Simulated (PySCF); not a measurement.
From results back to the method.

Cyclopentanone, C5H8O.
Cartesian coordinates in Å at the PBE0-D3(BJ)/def2-SVP level; atoms count from 1:
```
atom  x, y, z in Å
O1    -0.4004    2.5223   -0.0910
C2    -0.2122    1.3359   -0.0473
C3     1.1413    0.6413   -0.1356
C4     0.8681   -0.8057    0.2639
C5    -0.5744   -1.0501   -0.2014
C6    -1.2849    0.2645    0.1060
H7     1.4632    0.7108   -1.1905
H8     1.8954    1.1740    0.4612
H9     0.9257   -0.9088    1.3608
H10    1.5838   -1.5218   -0.1647
H11   -0.5864   -1.2369   -1.2887
H12   -1.0378   -1.9230    0.2804
H13   -2.1638    0.4963   -0.5124
H14   -1.6177    0.3013    1.1592
```

The closed-shell ground state was solved 6 times with PySCF (density fitting, gas phase), always in the pcJ-1 basis (242 functions), with these functionals: B3LYP, CAM-B3LYP, HF, KT2, LDA and PBE0.

| row | total energy (Eh) | HOMO (eV) | LUMO (eV) | dipole (D) |
| --- | --- | --- | --- | --- |
| P | -270.5885 | -6.75 | -0.70 | 3.05 |
| Q | -270.4453 | -8.41 | 0.77 | 3.11 |
| R | -268.8607 | -10.79 | 3.64 | 3.54 |
| S | -268.2340 | -5.60 | -1.79 | 2.99 |
| T | -270.2669 | -6.99 | -0.44 | 3.07 |
| U | -275.1788 | -5.59 | -1.51 | 2.88 |

Problem. Which functional belongs to which row?

Solution. P = B3LYP, Q = CAM-B3LYP, R = HF, S = LDA, T = PBE0, U = KT2. By rising HOMO–LUMO gap: LDA (LDA) 3.81 eV; KT2 (GGA) 4.08 eV; B3LYP (global hybrid, 20 % exact exchange) 6.05 eV; PBE0 (global hybrid, 25 % exact exchange) 6.55 eV; CAM-B3LYP (range-separated hybrid) 9.18 eV; HF (all exact exchange) 14.43 eV. Total energies of different functionals aren't bounds to one another; each is stationary for its own functional.

One conformer stands for the species.
